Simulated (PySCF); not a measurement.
How methods differ on the electron affinity of Al

Al⁻ [Ne] 3s2 3p2 (3P) → Al [Ne] 3s2 3p1 (2P), as a difference of total energies. All numbers are calculated (PySCF 2.14, the non-relativistic Hamiltonian (point nucleus), in aug-cc-pV(Q+d)Z (7s6p5d3f2g, 89 functions)). Correlated levels: valence: [Ne] frozen. The calculations carry no spin-orbit coupling.

| method | electron affinity (eV) | error (eV) |
| --- | --- | --- |
| UHF | 0.014 | -0.419 |
| MP2 (valence) | 0.379 | -0.054 |
| SCS-MP2 (valence) | 0.278 | -0.155 |
| CCSD (valence) | 0.381 | -0.052 |
| CCSD(T) (valence) | 0.436 | +0.003 |

Reference: 0.433 eV (measured; photodetachment measurements, as compiled on the Wikipedia data page of electron affinities).

Errors of the correlated levels include the incompleteness of this basis and the frozen core.
